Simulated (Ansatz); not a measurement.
**BCl3 (singlet): from Hartree-Fock to the top rungs, cc-pV(D+d)Z**

An exercise on one series of results from a longer session: the logs are not shown, and one member is left open.

Program: Ansatz 0.2.0, Gaussian basis. Level of theory: cc-pV(D+d)Z, core rule «outside noble gas», up to 16 orbitals frozen. These are calculated values, not measurements.

To be run: UHF; CCSD(T) on RHF; CCSDT(Q) on RHF.

2 further runs of the same task are left out: 2 set aside as unsound or not needed.

### The system

The geometry is an MP2(full)/6-31G* stationary point (not a proven minimum).

4 atoms, charge 0, spin multiplicity 1.

Atoms are counted from 1 here; the program's logs count them from 0.

Bond lengths: B1–Cl2 1.735 Å, B1–Cl3 1.735 Å, B1–Cl4 1.735 Å. Angles: Cl2–B1–Cl3 120.0°, Cl2–B1–Cl4 120.0°, Cl3–B1–Cl4 120.0°.

The first run:

Input file in.yaml:

```yaml
crystal:
  periodic: [false, false, false]
  atoms:
    - {symbol: B, position_ang: [0.000000, 0.000000, 0.000000]}
    - {symbol: Cl, position_ang: [0.000000, 1.735352, 0.000000]}
    - {symbol: Cl, position_ang: [1.502859, -0.867676, 0.000000]}
    - {symbol: Cl, position_ang: [-1.502859, -0.867676, 0.000000]}
basis:
  gaussian: {orbitals: "cc-pV(D+d)Z.json"}
magnetization: {spin_polarized: true, initial_magnetization: 0}
hamiltonian: {xc: hf}
output: {orbitals: {seedname: orbitals}}
```

Run with:

```bash
$ ansatz run in.yaml --threads 1 --pin off --events-out ev --progress --plain --max-ram 2880MiB --backend cpu
```

Among the steps run: UHF; CCSD(T) on RHF; CCSDT(Q) on RHF.

One table of the session follows, with a row left open; its other results are not shown here.

It belongs to the step «Misses and costs». 

| method | from RCCSDT(Q) (kJ/mol) |
| --- | --- |
| RHF | ? |
| RMP2 | +144.7 |
| RCCSD | +45.2 |
| RCCSD(T) | +5.4 |
| RCCSDT | +3.0 |
| RCCSDT(Q) | 0 |

Estimate the missing values for RHF.

**Answer.** from RCCSDT(Q) (kJ/mol): +1443.2. In the column «from RCCSDT(Q) (kJ/mol)» it is the highest.
